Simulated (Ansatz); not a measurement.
A made-up structure of BNH₃S, doublet:

N1  (-0.429, 0.008, -0.666)
B2  (0.350, -0.111, 0.482)
S3  (0.642, 1.165, 1.695)
H4  (-0.548, -0.756, -1.307)
H5  (0.899, 1.850, 2.842)
H6  (0.902, -1.150, 0.728)
(Å)

It is relaxed with PBE-D4/def2-SVP and then PBE0-D4/def2-TZVP (Ansatz 0.2.0). Atoms count as bonded within 1.22 times the sum of their covalent radii (H–H: 0.88 Å). The end point is not checked to be a true minimum.

Task: Does its bonding change? (Judge from chemistry; the calculation decides.)

Result: Computed: No: no bond forms or breaks.

Where it ends: The first stage lowers the energy by 2.18 eV in 12 steps. It ends as BNH₃S ([NH][BH][SH]):
| atom | x (Å) | y (Å) | z (Å) |
| --- | --- | --- | --- |
| N1 | -0.0024 | -0.1431 | -0.7558 |
| B2 | 0.4317 | -0.0092 | 0.5524 |
| S3 | 0.2762 | 1.5476 | 1.4587 |
| H4 | -0.8390 | -0.5978 | -1.0963 |
| H5 | 0.9346 | 1.1364 | 2.5526 |
| H6 | 1.0147 | -0.9292 | 1.0624 |

Labels in which every atom is bracketed show which atoms are joined, not bond orders.

For scale, one of the runs: PBE0-D4/def2-TZVP relaxation, 117 basis functions, launched by `ansatz run in.yaml --threads 2 --pin off --events-out ev --progress --plain --max-ram 4352MiB`. The run took about 22 s on 2 CPU threads of an Arm Neoverse V2 (shared host).
